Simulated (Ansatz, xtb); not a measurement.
**Worked example: CH5N + C2H2S → CH4S + C2H3N**

Species: CH5N `CN`, singlet; C2H2S `C#CS`, singlet; CH4S (methanethiol) `CS`, singlet; C2H3N `C#CN`, singlet. The partners trade NH2 for SH; both sit on C, so the bond types are kept.

Shapes, held fixed at every level: PBE0-D4/def2-TZVP. Programs: Ansatz 0.2.0, xtb 6.7.1. The zero-point and thermal change to 298 K, harmonic and unscaled (PBE0-D4/def2-TZVP), is -2.1 kJ/mol.

At CCSD(T)/CBS estimate; 1 Eh = 2625.50 kJ/mol:

| species | energy (Eh) |
| --- | --- |
| CH5N | -95.752808 |
| C2H2S | -475.000195 |
| CH4S | -438.228352 |
| C2H3N | -132.528926 |

Problem. Work out ΔH(298 K) of the reaction at this level.

Solution. 
1. Products less reactants: (-438.228352) + (-132.528926) − [(-95.752808) + (-475.000195)] = -0.004275 Eh = -11.2 kJ/mol.
2. With the thermal change: -11.2 + (-2.1) = -13.3 kJ/mol.

Other levels give -24.8 (SPW92/def2-TZVPP) to -13.9 kJ/mol (CCSD/def2-SVP). No measured value is set beside it here. The CBS estimate extrapolates MP2 from def2-TZVPP and def2-QZVPP and adds CCSD(T) − MP2 in the triple-zeta set, cores frozen.
